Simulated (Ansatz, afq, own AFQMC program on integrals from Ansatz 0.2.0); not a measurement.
## SiH$_{2}$O, triplet in cc-pVDZ along one coordinate

```tsv
atom	x (Å)	y (Å)	z (Å)
Si	0.0000	0.0000	0.5550
O	0.0000	0.0000	-1.1214
H	0.0000	1.3319	1.1682
H	0.0000	-1.3319	1.1682
```

The Si1–O2 distance is changed with both sides rigid. Energies in kcal/mol count from this geometry (1.676 Å) at the same level; the start stands on UHF, each point on the determinant named.

Basis cc-pVDZ. Only valence electrons are correlated. Integrals, coupled cluster, full CI and functionals: Ansatz 0.2.0; the random walks run on the same integrals in our own AFQMC program. ph-AFQMC/CISD is guided by a CISD state made of CCSD amplitudes; releasing the constraint for a short imaginary time cuts its bias at the price of noise, slowly where states lie close. ± is one standard error of the sampling.

Cautions, each for one point or more: CCSDT(Q) on the UHF determinant differs, perhaps since the unrestricted series falls towards higher spin; a spin-contaminated unrestricted determinant lies lower; an unrestricted solution with more broken spin lies lower; cluster runs in doubt by the program's own checks; higher spins were not checked; lower spins were not checked; strong correlation; the ph-AFQMC/CISD walk drifts between its halves.

```json
{"r(Si1–O2) / Å": "1.355", "det.": "UHF", "T1": "0.037", "weight": "0.87", "⟨S²⟩": "2.02", "B3LYP": "71.1", "r2SCAN": "70.4", "CCSD(T)": "77.7"}
{"r(Si1–O2) / Å": "2.028", "det.": "UHF", "T1": "0.024", "weight": "0.88", "⟨S²⟩": "2.03", "B3LYP": "15.4", "r2SCAN": "15.6", "CCSD(T)": "13.6"}
{"r(Si1–O2) / Å": "2.717", "det.": "UHF†¶", "T1": "0.044", "weight": "0.78", "⟨S²⟩": "2.03", "B3LYP": "69.6§", "r2SCAN": "70.4§", "CCSD(T)": "60.9"}
{"r(Si1–O2) / Å": "3.663", "det.": "ROHF†", "T1": "0.014", "weight": "0.88", "⟨S²⟩": "pure", "B3LYP": "80.4§", "r2SCAN": "85.3§", "CCSD(T)": "71.4"}
{"r(Si1–O2) / Å": "5.823", "det.": "ROHF†", "T1": "0.013", "weight": "0.88", "⟨S²⟩": "pure", "B3LYP": "83.2§", "r2SCAN": "88.2§", "CCSD(T)": "71.9"}
```

(1) Estimate the curve of CCSDT(Q), counted from the same start.

## Answers

(1) 
```tsv
r(Si1–O2) / Å	det.	T1	weight	⟨S²⟩	CCSDT(Q)	ph-AFQMC/CISD	released AFQMC
1.355	UHF	0.037	0.87	2.02	77.5	77.4 ± 0.4	77.3 ± 0.6
2.028	UHF	0.024	0.88	2.03	13.2	13.1 ± 0.4	13.4 ± 0.9*
2.717	UHF†¶	0.044	0.78	2.03	58.0	63.3 ± 0.6	61.0 ± 1.1*
3.663	ROHF†	0.014	0.88	pure	71.7	72.2 ± 0.4	71.9 ± 0.7*
5.823	ROHF†	0.013	0.88	pure	72.2	72.3 ± 0.3	–
```

Weight is that of the determinant in the CISD state; at the start T1 is 0.021 and the weight 0.89, and ⟨S²⟩ is 2.02. ¶ marks points with a poor determinant and no full CI, where no value is sure; they don't count among the departures. An asterisk marks released energies that aren't shown to be converged. A dagger marks points whose determinant fills other symmetries than the start's, so the wave-function levels may follow another state there, or a degenerate partner. A dash marks a missing value, a released energy that hasn't settled or a functional that sits on another state. § marks a functional whose ⟨S²⟩ is too high by over 0.1. Largest departures from CCSDT(Q), at the points where its series has closed: CCSD(T) 0.4 kcal/mol at 2.028 (on UHF), ph-AFQMC/CISD 0.5 kcal/mol at 3.663 (on ROHF) (within the noise), B3LYP -6.5 kcal/mol at 1.355, r2SCAN -7.2 kcal/mol at 1.355. Functionals count only at points shown to share the start's state and spin. In this small basis the wave-function levels are far from their limit, so their gap to the functionals isn't the functionals' error.

A walk keeps the symmetry of its determinant, which the program's search chose and which needn't be the lowest solution, so a lower state of the same spin and another symmetry isn't excluded.
